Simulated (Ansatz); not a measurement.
Two isomers of C3H5FO2: A = `CC(O)(F)C=O`, B = `OC1(O)CC1F`.

Calculated with Ansatz (gas phase, PBE0-D4/def2-TZVP geometries, no zero-point term in ΔE). CBS: MP2 limit from def2 TZ/QZ plus the TZ coupled-cluster correction, frozen cores. DFT in def2-TZVPP. B3LYP here is the variant with VWN-RPA as its local correlation; programs differ in this. One conformer a species, not always the lowest.

A:

```xyz
11

C    -1.105    0.721    0.032
C     0.318    0.248   -0.070
O     0.773    0.318   -1.346
F     1.101    1.052    0.772
C     0.551   -1.151    0.507
O     1.148   -1.987   -0.108
H    -1.437    0.715    1.071
H    -1.162    1.740   -0.354
H    -1.756    0.082   -0.564
H     1.396   -0.415   -1.473
H     0.173   -1.323    1.532
```

B:

Z-matrix (Å, degrees):
```
C
O 1 1.381
C 1 1.498 2 120.0
O 1 1.375 2 115.6 3 145.3
C 1 1.484 2 114.9 3 -69.1
H 2 0.964 1 107.9 3 -78.5
H 3 1.083 1 115.8 2 150.4
H 3 1.082 1 119.1 2 3.2
H 4 0.964 1 108.3 2 72.8
F 5 1.359 1 118.1 2 -140.3
H 5 1.084 1 119.1 2 2.4
```

(1) Which isomer does CCSD(T)/CBS put lower? Give the gap. (An estimate is asked.)

(2) Give E(B) − E(A) in kcal/mol with CCSD/def2-TZVPP, B3LYP-D4, ωB97M-V, PBE0-D4, r2SCAN-D4, B2PLYP, HF/def2-TZVPP. (Best estimate.)

Largest T1 diagnostic: 0.014.

Results:

(1) Ansatz gave: A, by 26.5 kcal/mol.

(2) Computed: CCSD/def2-TZVPP 26.4, B3LYP-D4 27.6, ωB97M-V 25.1, PBE0-D4 22.5, r2SCAN-D4 25.7, B2PLYP 28.0, HF/def2-TZVPP 29.2. None reverses the order clearly.

From PBE to PBE0 (25 % exact exchange), in def2-TZVPP and without D4, E(B) − E(A) moves by −2.1 kcal/mol. In def2-TZVPP, CCSD(T) changes the Hartree–Fock value by −2.1 kcal/mol (the triples alone add +0.7 kcal/mol) and MP2 by −3.4 kcal/mol.
